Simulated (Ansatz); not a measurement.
# C₂H₂F+: an energy map over angle H4–C1–C2 and angle H5–C1–C2

Aim: map the energy of C₂H₂F, SMILES C=[C+]F, charge +1 over two coordinates, and find its wells, ridges and stiffness.

Method: RKS B3LYP-D4/def2-TZVP; program: Ansatz 0.2.0.

## Step 1: Where the work starts

SMILES `C=[C+]F`, 5 atoms, charge 1, spin multiplicity 1.

Atoms are counted from 1 here; the program's logs count them from 0.

Bond lengths: C1–C2 1.278 Å, C1–H4 1.117 Å, C1–H5 1.117 Å, C2–F3 1.220 Å. Angles: C2–C1–H4 120.6°, C2–C1–H5 120.6°, H4–C1–H5 118.9°, C1–C2–F3 180.0°.

Coordinates:

| atom | x (Å) | y (Å) | z (Å) |
| --- | --- | --- | --- |
| C1 | -0.2278 | 0.2797 | -0.3857 |
| C2 | 0.3236 | -0.3974 | 0.5477 |
| F3 | 0.8497 | -1.0436 | 1.4387 |
| H4 | -0.5038 | -0.2058 | -1.3527 |
| H5 | -0.4417 | 1.3671 | -0.2480 |

This geometry comes from a loose relaxation at PBE in a small basis, which is not shown.

## Step 3: Plan of the scan

- angle H4–C1–C2: 15 values from 75.2 to 165.2 °
- angle H5–C1–C2: 15 values from 95.2 to 145.2 °

Nothing else is relaxed (all other coordinates rigid). Energies count from the relaxed molecule at the same level.

(The set-up runs are not shown.)

## Step 4: The run at angle H4–C1–C2 = 100.9°, angle H5–C1–C2 = 113.0°

input.yaml reads:

```yaml
crystal:
  periodic: [false, false, false]
  atoms:
    - { symbol: C, position_ang: [-0.226839, 0.278645, -0.384132] }
    - { symbol: C, position_ang: [0.316759, -0.38914, 0.536364] }
    - { symbol: F, position_ang: [0.838506, -1.030129, 1.420019] }
    - { symbol: H, position_ang: [-0.350799, -0.491483, -1.153278] }
    - { symbol: H, position_ang: [-0.378929, 1.330242, -0.117541] }
total_charge: 1
basis:
  gaussian: { orbitals: def2-TZVP }
hamiltonian:
  xc: { name: B3LYP }
  dispersion: d4
output:
  forces: true
```

The run is started by

```console
$ ansatz run input.yaml --threads 1 --pin off --max-ram 2560MiB --backend cpu --events-out ev --progress --plain --runs-dir out
```

The session goes on with these runs: the other points that were computed.

Before running it: what results should come out? Wanted: lowest point; highest computed point; largest force on an atom.

**Answer**, as computed:

| quantity | value |
| --- | --- |
| lowest point | angle H4–C1–C2 = 120.2°, angle H5–C1–C2 = 120.2°, 0.0 kcal/mol |
| highest computed point | angle H4–C1–C2 = 165.2°, angle H5–C1–C2 = 145.2°, 54.3 kcal/mol above the lowest |
| largest force on an atom (eV/Å) | 0.01 at angle H4–C1–C2 = 120.2°, angle H5–C1–C2 = 120.2° to 5.20 at angle H4–C1–C2 = 165.2°, angle H5–C1–C2 = 145.2°; 0.01 at the lowest point |
| time for the whole task | 4.7 min on 1 thread, shared host |

The lowest computed point is at angle H4–C1–C2 = 120.2°, angle H5–C1–C2 = 120.2°, 0.0 kcal/mol from the relaxed molecule at the same level. The grid shows no other well, apart from its symmetry copies. The highest computed point, angle H4–C1–C2 = 165.2°, angle H5–C1–C2 = 145.2°, lies 54.3 kcal/mol above the lowest. Round the minimum the valley is strongly tilted: raising angle H4–C1–C2 shifts the best value of angle H5–C1–C2 downwards (coupling k₁₂/√(k₁₁k₂₂) about 0.7).
